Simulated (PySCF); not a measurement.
**A workflow on O3 (ozone)**

Wanted: a series of 20 runs (PBE0-D4/def2-TZVP, CCSD(T)/def2-TZVPP, RI-MP2/def2-QZVPP, PBE-D4/def2-TZVPP, r2SCAN-D4/def2-TZVPP, B3LYP-D4/def2-TZVPP, PBE0-D4/def2-TZVPP, wB97M-V/def2-TZVPP, and more) of O3. 

Program for the calculation: PySCF 2.14.0.

## 1. The system as given

The species is O3 (3 atoms), meant as a singlet with charge 0. SMILES: `O=[O+][O-]`. All atoms were displaced at random from a relaxed shape. The run starts from this shape.

Bond lengths: O1–O2 1.210 Å, O2–O3 1.212 Å. Angles: O1–O2–O3 117.8°.

## 2. A structure relaxation at PBE0-D4/def2-TZVP (density fitting with def2-universal-jkfit) (run 1)

Contents of mol.xyz:

```xyz
3
O3
O      0.850568    -0.489700     0.430379
O     -0.205193    -0.302012    -0.129237
O     -0.594984     0.841205    -0.232977
```

Contents of calc.py:

```python
from pyscf import gto, dft
from pyscf.geomopt.geometric_solver import kernel as optimise

molecule = gto.Mole()
molecule.atom = 'mol.xyz'
molecule.max_memory = 1860
molecule.basis = 'def2-tzvp'
molecule.verbose = 3
molecule.build()

mf = dft.RKS(molecule)
mf.xc = 'pbe0'
mf = mf.density_fit(auxbasis='def2-universal-jkfit')
mf.disp = 'd4'
mf.conv_tol = 1e-09
mf.grids.level = 4
mf.max_cycle = 100
converged, mol_eq = optimise(mf, maxsteps=100)
print('converged:', converged)
print(mol_eq.tostring())

mf.reset(mol_eq)
molecule = mol_eq
mf.kernel()
e_final = mf.e_tot
print('E = %.10f Eh' % e_final)
```

The run is started by

```bash
$ OMP_NUM_THREADS=1 python calc.py
```

What it wrote:

```text
maxiter                   100
----------------------------------------------------------
Custom engine selected.
Bonds will be generated from interatomic distances less than 1.20 times sum of covalent radii
9 internal coordinates being used (instead of 9 Cartesians)
Internal coordinate system (atoms numbered from 1):
Distance 1-2
Distance 2-3
Angle 1-2-3
Translation-X 1-3
Translation-Y 1-3
Translation-Z 1-3
Rotation-A 1-3
Rotation-B 1-3
Rotation-C 1-3
> ===== Optimization Info: ====
> Job type: Energy minimization
> Maximum number of optimization cycles: 100
> Initial / maximum trust radius (Angstrom): 0.100 / 0.300
> Convergence Criteria:
> Will converge when all 5 criteria are reached:
>  |Delta-E| < 1.00e-06
>  RMS-Grad  < 3.00e-04
>  Max-Grad  < 4.50e-04
>  RMS-Disp  < 1.20e-03
>  Max-Disp  < 1.80e-03
> === End Optimization Info ===

[... 7 lines left out ...]
WARN: Mole.unit (angstrom) is changed to Bohr
[... 1 line left out ...]
converged SCF energy = -225.277283610944
[... 7 lines left out ...]
Step    0 : Gradient = 3.682e-02/4.073e-02 (rms/max) Energy = -225.2772836109
[... 8 lines left out ...]
converged SCF energy = -225.27881624468
[... 16 lines left out ...]
converged SCF energy = -225.279213483409
[... 16 lines left out ...]
converged SCF energy = -225.279280935545
[... 10 lines left out ...]
Geometry optimization cycle 5
Cartesian coordinates (Angstrom)
 Atom        New coordinates             dX        dY        dZ
   O   0.871039  -0.504631   0.440102   -0.000092  0.000104 -0.000056
   O  -0.208819  -0.305851  -0.131601   -0.000030  0.000057 -0.000014
   O  -0.611657   0.859933  -0.240356    0.000170 -0.000169  0.000067
converged SCF energy = -225.27928109686
--------------- DFRKS_Scanner gradients ---------------
         x                y                z
0 O    -0.0000878677     0.0000086892    -0.0000459725
1 O     0.0001346176    -0.0001247248     0.0000602589
2 O    -0.0000482592     0.0001163058    -0.0000141756
----------------------------------------------
cycle 5: E = -225.279281097  dE = -1.61315e-07  norm(grad) = 0.000251547
Step    4 : Displace = 1.711e-04/2.360e-04 (rms/max) Trust = 2.000e-01 (+) Grad = 1.452e-04/1.932e-04 (rms/max) E (change) = -225.2792810969 (-1.613e-07) Quality = 1.208
Hessian Eigenvalues: 5.00000e-02 5.00000e-02 5.00000e-02 ... 5.00876e-01 7.62476e-01 9.93484e-01
Converged! =D

converged: True
O           0.87103896       -0.50463088        0.44010178
O          -0.20881927       -0.30585100       -0.13160109
O          -0.61165702        0.85993257       -0.24035578
converged SCF energy = -225.27928109686
E = -225.2792810969 Eh
```

It took 35 s on 1 thread of Arm Neoverse V1, shared host; peak memory 0.88 GiB.

Step by step:

```tsv
step	energy from the first frame kept (eV)	largest force (eV/Å)
0	0.0000	2.0945
1	-0.0417	1.0783
2	-0.0525	0.4371
3	-0.0543	0.0232
4	-0.0544	0.0099
```

After the run. Bond lengths: O1–O2 1.238 Å, O2–O3 1.238 Å. Angles: O1–O2–O3 118.4°.

## 3. The harmonic vibrations at PBE0-D4/def2-TZVP (density fitting with def2-universal-jkfit) (run 2)

Contents of start.xyz:

```xyz
3
O3
O      0.854165    -0.521282     0.417360
O     -0.225788    -0.322229    -0.154368
O     -0.628373     0.843508    -0.262990
```

Contents of input.py:

```python
import numpy
from pyscf import gto, dft, symm
from pyscf.hessian import thermo

mol = gto.Mole()
mol.atom = 'start.xyz'
mol.verbose = 3
mol.spin = 0
mol.basis = 'def2-tzvp'
mol.max_memory = 1860
mol.build()

mf = dft.RKS(mol, xc='pbe0')
mf = mf.density_fit(auxbasis='def2-universal-jkfit')
mf.disp = 'd4'
mf.grids.level = 4
mf.conv_tol = 1e-09
mf.max_cycle = 100
mf.kernel()

energy = mf.e_tot
print('E(%s) = %.9f' % ('PBE0', energy))
hess = mf.Hessian().kernel()
modes = thermo.harmonic_analysis(mol, hess)
print('frequencies (1/cm)', numpy.round(modes['freq_wavenumber'], 1))
symm.geom.TOLERANCE = 1e-3  # for the symmetry number
th = thermo.thermo(mf, modes['freq_au'], 298.15, 101325)
thermo.dump_thermo(mol, th)
```

The run is started by

```bash
$ OMP_NUM_THREADS=1 python input.py
```

What it wrote:

```text
converged SCF energy = -225.279281126888
E(PBE0) = -225.279281127

WARN: DFTD4 does not support analytical Hessian, using finite difference.

WARN: Mole.unit (angstrom) is changed to Bohr

frequencies (1/cm) [ 779.2 1302.  1326.2]
temperature 298.1500 [K]
pressure 101325.00 [Pa]
Rotational constants [GHz] 117.88295 13.96641 12.48699
Symmetry number 2
Zero-point energy (ZPE) 0.00776 [Eh]   20381.150 [J/mol]
                           tot       elec      trans        rot        vib
Entropy [J/mol/K]       237.295      0.000    157.025     79.113      1.157
Cv [J/mol/K]             28.995      0.000     12.472     12.472      4.052
Cp [J/mol/K]             37.309      0.000     20.786     12.472      4.052
Internal energy [J/mol]                      3718.434   3718.434  20658.837
Internal energy [Eh]   -225.26858  -225.27928
Enthalpy [J/mol]                             6197.391   3718.434  20658.837
Enthalpy [Eh]          -225.26764
Gibbs free energy [J/mol]                  -40619.750 -19869.238  20314.013
Gibbs free energy [Eh] -225.29458
```

It took 58 s on 1 thread of Arm Neoverse V1, shared host; peak memory 1.2 GiB.

Runs 3 to 9 aren't shown in full; the table further down has their settings and results.

## 4. A single-point energy at B2PLYP/def2-TZVPP (run 10)

Contents of job.py:

```python
from pyscf import gto, dft, mp

mol = gto.M(
    atom='O 0.871039 -0.504631 0.440102; O -0.208819 -0.305851 -0.131601; O -0.611657 0.859933 -0.240356',
    basis='def2-tzvpp',
    spin=0,
    verbose=3,
    max_memory=1860,
)

myscf = dft.RKS(mol, xc='0.53*HF + 0.47*B88, 0.73*LYP')
myscf.conv_tol = 1e-10
myscf.grids.level = 5
myscf.kernel()
if not myscf.converged:
    myscf = myscf.newton().run(myscf.mo_coeff, myscf.mo_occ)

pt = mp.MP2(myscf, frozen=3).run()
e_tot = myscf.e_tot + 0.27 * pt.e_corr
print('PT2 part  %.8f' % (0.27 * pt.e_corr))
print('Final energy', e_tot)
```

The run is started by

```bash
$ OMP_NUM_THREADS=1 python job.py
```

What it wrote:

```text
converged SCF energy = -225.124096413684
E(RMP2) = -226.082819591922  E_corr = -0.958723178237997
E(SCS-RMP2) = -226.051367864191  E_corr = -0.927271450507081
PT2 part  -0.25885526
Final energy -225.38295167180834
```

Run time: 9.6 s. Hardware: 1 thread of Arm Neoverse V1, shared host; peak memory 0.44 GiB.

Runs 11 to 19 aren't shown in full; the table further down has their settings and results.

## 5. The doublet cation: a single-point energy at UB3LYP/6-31G(d) (spherical functions) (run 20)

Contents of job.py:

```python
from pyscf import gto, dft

mol = gto.M(
    atom=[
    ('O', (0.871039, -0.504631, 0.440102)),
    ('O', (-0.208819, -0.305851, -0.131601)),
    ('O', (-0.611657, 0.859933, -0.240356)),
],
    verbose=3,
    spin=1,
    charge=1,
    max_memory=1860,
    basis='6-31g*',
)

mf = dft.UKS(mol)
mf.xc = 'b3lyp'
mf.grids.level = 5
mf.conv_tol = 1e-10
mf.kernel()
if not mf.converged:
    mf = mf.newton().run(mf.mo_coeff, mf.mo_occ)

energy = mf.e_tot
print('Final energy', energy)
```

The run is started by

```bash
$ OMP_NUM_THREADS=1 python job.py
```

What it wrote:

```text
WARN: HOMO -0.331788690421945 >= LUMO -0.331788690421946

converged SCF energy = -224.930071294146  <S^2> = 0.75794758  2S+1 = 2.0079318
Final energy -224.93007129414576
```

Run time: 9.9 s. Hardware: 1 thread of Arm Neoverse V1, shared host; peak memory 0.26 GiB.

## 6. The series

```tsv
run	level	task	optimizer	partner	energy (Eh)	dipole moment (D) of the reference	HOMO energy (eV)	LUMO energy (eV)	wall time
1	PBE0-D4/def2-TZVP (density fitting with def2-universal-jkfit)	optimise	geomeTRIC	base	-225.279281	0.69	-9.66	-4.81	35 s
2	PBE0-D4/def2-TZVP (density fitting with def2-universal-jkfit)	frequencies	–	base	-225.279281	0.69	-9.66	-4.81	58 s
3	CCSD(T)/def2-TZVPP	energy	–	base	-225.139392	0.85	-13.36	-0.76	32 s
4	RI-MP2/def2-QZVPP (density fitting with def2-universal-jkfit)	energy	–	base	-225.190471	0.82	-13.37	-0.77	1.9 s
5	PBE-D4/def2-TZVPP	energy	–	base	-225.322075	0.65	-7.68	-5.75	8.1 s
6	r2SCAN-D4/def2-TZVPP	energy	–	base	-225.416846	0.67	-8.10	-5.81	18 s
7	B3LYP-D4/def2-TZVPP	energy	–	base	-225.513040	0.69	-9.41	-5.14	8.7 s
8	PBE0-D4/def2-TZVPP	energy	–	base	-225.279282	0.69	-9.66	-4.81	8.7 s
9	wB97M-V/def2-TZVPP	energy	–	base	-225.452883	0.73	-12.19	-2.34	35 s
10	B2PLYP/def2-TZVPP	energy	–	base	-225.382952	0.75	-11.51	-3.42	9.6 s
11	SVWN5/def2-TZVPP	energy	–	base	-223.961770	0.65	-7.92	-6.06	5.7 s
12	M06-2X/def2-TZVPP	energy	–	base	-225.408035	0.74	-11.64	-3.60	20 s
13	B3LYP/6-31G* (spherical functions)	energy	–	base	-225.399603	0.63	-8.97	-4.73	3.9 s
14	HF/STO-3G	energy	–	base	-221.281839	0.51	-8.97	3.25	0.72 s
15	UCCSD(T)/def2-TZVPP	energy	–	cation	-224.675995	–	-21.95	-11.59	3.9 min
16	UPBE-D4/def2-TZVPP	energy	–	cation	-224.865847	–	-17.71	-17.20	23 s
17	UB3LYP-D4/def2-TZVPP	energy	–	cation	-225.036501	–	-18.92	-16.55	27 s
18	UPBE0-D4/def2-TZVPP	energy	–	cation	-224.805173	–	-19.03	-16.17	29 s
19	U-wB97M-V/def2-TZVPP	energy	–	cation	-224.973799	–	-21.37	-13.92	78 s
20	UB3LYP/6-31G* (spherical functions)	energy	–	cation	-224.930071	–	-18.95	-16.58	9.9 s
```

## 7. Outcome

| quantity | value |
| --- | --- |
| doublet cation, run 20: total energy | -224.93007 Eh |
| doublet cation, run 20: HOMO energy (highest over α and β) | -18.95 eV |
| doublet cation, run 20: LUMO energy (lowest over α and β) | -16.58 eV |
| doublet cation, run 20: ⟨S²⟩ | 0.758 |
| vertical ionisation energy (to the doublet cation), CCSD(T)/def2-TZVPP | 12.610 eV |
| vertical ionisation energy (to the doublet cation), PBE-D4/def2-TZVPP | 12.415 eV |
| vertical ionisation energy (to the doublet cation), B3LYP-D4/def2-TZVPP | 12.967 eV |
| vertical ionisation energy (to the doublet cation), PBE0-D4/def2-TZVPP | 12.901 eV |
| vertical ionisation energy (to the doublet cation), wB97M-V/def2-TZVPP | 13.037 eV |
| vertical ionisation energy (to the doublet cation), B3LYP/6-31G* | 12.777 eV |

What this shows: At CCSD(T)/def2-TZVPP: removing an electron at fixed nuclei costs 12.61 eV (291 kcal/mol). At PBE-D4/def2-TZVPP: removing an electron at fixed nuclei costs 12.41 eV (1198 kJ/mol). The negative HOMO energy of the first species, 7.68 eV, lies 4.73 eV below that difference. At B3LYP-D4/def2-TZVPP: the vertical ionisation energy comes to 12.97 eV (1251 kJ/mol). −ε(HOMO) before ionisation, 9.41 eV, is 3.56 eV below this ionisation energy. At PBE0-D4/def2-TZVPP: the vertical ionisation energy comes to 12.90 eV (298 kcal/mol). Totals of different functionals can't be ranked against each other. In run 14 the basis is minimal, so the values are rough. All runs together took 11 min, the longest 3.9 min.
